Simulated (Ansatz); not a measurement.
Mulliken charges of AlH₃N (`[NH2][AlH]`) radical from ωB97M-V/def2-TZVPP in Ansatz (PBE0-D4/def2-TZVP geometry).

| atom | x (Å) | y (Å) | z (Å) | charge (e) |
| --- | --- | --- | --- | --- |
| N1 | -0.117 | -0.661 | 0.175 | -0.360 |
| Al2 | 0.837 | 0.834 | 0.121 | 0.254 |
| H3 | 0.149 | -1.505 | 0.655 | 0.110 |
| H4 | -1.010 | -0.783 | -0.277 | 0.109 |
| H5 | 0.192 | 2.041 | -0.715 | -0.113 |

Task: By hand: the dipole of these point charges (1 e Å = 4.8032 D).

Result: Σ q r = (0.139, -0.032, 0.090) e Å, of length 0.169 e Å = 0.81 D.

Task: How does the dipole of the full density compare? (Estimate.)

Result: The calculation gave: (-0.034, -0.222, 0.068) e Å, 1.13 D; the point charges give 0.72 times that, at 78° from its direction.

Point charges leave out the atoms' own dipoles, such as those of lone pairs, and Mulliken's split depends on the basis, so the two needn't agree.
